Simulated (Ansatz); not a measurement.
Geometry optimisation, Ansatz, RHF/def2-SVP.

input.yaml

```yaml
crystal:
  periodic: [false, false, false]
  atoms:
    - { symbol: B, position_ang: [0.0, 0.0, 0.0] }
    - { symbol: H, position_ang: [0.0, 0.0, 1.19] }
    - { symbol: C, position_ang: [1.3856, 0.0, -0.8] }
    - { symbol: H, position_ang: [1.7152, -1.0462, -0.9702] }
    - { symbol: H, position_ang: [1.2491, 0.508, -1.7774] }
    - { symbol: H, position_ang: [2.1552, 0.5381, -0.2082] }
    - { symbol: C, position_ang: [-1.3856, 0.0, -0.8] }
    - { symbol: H, position_ang: [-1.9458, -0.9305, -0.5708] }
    - { symbol: H, position_ang: [-1.9898, 0.8797, -0.4946] }
    - { symbol: H, position_ang: [-1.1839, 0.0508, -1.8903] }
basis:
  gaussian: { orbitals: def2-SVP }
hamiltonian:
  xc: hf
relax:
  f_tol: 0.02
  max_steps: 40
```

Command:

```bash
$ ansatz run input.yaml --threads 1 --pin off --max-ram 2048MiB --backend cpu --events-out ev --progress --plain --runs-dir out
```

**Question.** Where does it end, and by what steps?

**Answer.** It converged. The force dipped under the threshold on the way, but the program's further checks kept it going. After 15 steps the energy has fallen by 0.108 eV; H8 moved furthest, 0.31 Å.

```
step  energy less start (eV)  largest force component (eV/Å)  accepted
   0                  0.0000                           0.973       yes
   1                 -0.0921                           0.376       yes
   2                 -0.1023                           0.128       yes
   3                 -0.1032                           0.118       yes
   4                 -0.1032                           0.179        no
   5                 -0.1041                           0.022       yes
   6                 -0.1053                           0.012       yes
   7                 -0.0992                           0.432        no
   8                 -0.1058                           0.013       yes
   9                 -0.1065                           0.106       yes
  10                 -0.1067                           0.059       yes
  11                 -0.1068                           0.076       yes
  12                 -0.1072                           0.020       yes
  13                 -0.1075                           0.028       yes
  14                 -0.1075                           0.065        no
  15                 -0.1077                           0.008       yes
```

```xyz
10
Properties=species:S:1:pos:R:3
B 0.000 -0.086 -0.059
H -0.002 -0.268 1.135
C 1.390 0.081 -0.788
H 1.786 -0.935 -0.928
H 1.328 0.540 -1.777
H 2.130 0.613 -0.186
C -1.389 -0.030 -0.807
H -2.118 -0.739 -0.407
H -1.803 0.971 -0.615
H -1.323 -0.149 -1.891
```

Run time: 17 s on 1 thread of Arm Neoverse V1 (shared host), peak memory 0.13 GiB.
